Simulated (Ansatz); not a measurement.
# B₂H₂ (triplet): B97M-V, PBE0 over a scan of the distance B1–H3, 6-31G

Aim: run B₂H₂ (triplet) with these functionals over a scan of the distance B1–H3, and hold them against the top wave-function level at the same points.

The runs use Ansatz 0.2.0, Gaussian basis; 6-31G, all electrons in the functionals.

Plan: B97M-V, PBE0, at 0.934 Å; 1.092 Å; 1.197 Å; 1.292 Å; 1.438 Å; 1.679 Å; 1.907 Å; 2.197 Å; 2.611 Å; 3.272 Å; 4.168 Å.

20 further runs of the same task are left out: 2 for a mislabelled method, 12 that didn't finish, 6 set aside as unsound or not needed.

## (1) The geometry

The geometry derives from a PBE0/def2-TZVP stationary point (not a proven minimum). One bond is set to the value named and the two fragments are kept rigid.

4 atoms, charge 0, spin multiplicity 3.

Atoms are counted from 1 here; the program's logs count them from 0.

Bond lengths: B1–B2 1.585 Å, B1–H3 1.197 Å, B1–H4 1.197 Å. Angles: B2–B1–H3 118.9°, B2–B1–H4 118.9°, H3–B1–H4 122.2°.

No dispersion term is added; B97M-V holds VV10 nonlocal correlation.

The geometry shown and the zero of energy belong to the point 1.197 Å. The yardstick, FCI, and other wave-function levels (R restricted, U unrestricted, valence and pair active spaces) come from earlier runs.

## (2) B97M-V, 0.934 Å

Contents of in.yaml:

```yaml
crystal:
  periodic: [false, false, false]
  atoms:
    - {symbol: B, position_ang: [0.000000, 0.009814, 0.681045]}
    - {symbol: B, position_ang: [0.000000, 0.009814, -0.904037]}
    - {symbol: H, position_ang: [0.000000, 0.827528, 1.132375]}
    - {symbol: H, position_ang: [0.000000, -1.038054, 1.259407]}
basis:
  gaussian: {orbitals: 6-31G}
magnetization: {spin_polarized: true, initial_magnetization: 2}
hamiltonian: {xc: {name: B97M-V}}
```

On the command line:

```
$ ansatz run in.yaml --threads 1 --pin off --events-out ev --progress --plain --max-ram 2393MiB
```

The runs that follow: B97M-V, 1.092 Å; B97M-V, 1.197 Å; B97M-V, 1.292 Å; B97M-V, 1.438 Å; B97M-V, 1.679 Å; B97M-V, 1.907 Å; B97M-V, 2.197 Å; B97M-V, 2.611 Å; B97M-V, 3.272 Å; B97M-V, 4.168 Å; PBE0, 0.934 Å; PBE0, 1.092 Å; PBE0, 1.197 Å; PBE0, 1.292 Å; PBE0, 1.438 Å; PBE0, 1.679 Å; PBE0, 1.907 Å; PBE0, 2.197 Å; PBE0, 2.611 Å; PBE0, 3.272 Å; PBE0, 4.168 Å.

**Question.** What will the summary of the whole plan be? Wanted: span of the FCI curve; largest miss, B97M-V; largest miss, PBE0.

As calculated:

| quantity | value |
| --- | --- |
| span of the FCI curve | 355.7 kJ/mol |
| largest miss, B97M-V | +46.4 kJ/mol (3.272 Å) |
| largest miss, PBE0 | +45.5 kJ/mol (2.611 Å) |

What this shows: Of the functionals, PBE0 keep the smallest largest miss at the points compared (at most 45.5 kJ/mol) and B97M-V strays most (46.4 kJ/mol, at 3.272 Å). B97M-V, PBE0 clearly break the spin symmetry at some points (⟨S²⟩ up to 1.01 above the pure value), so energy there is bought with a mixed spin. Functionals and the yardstick converge differently with the basis, so part of each miss in 6-31G is the basis.
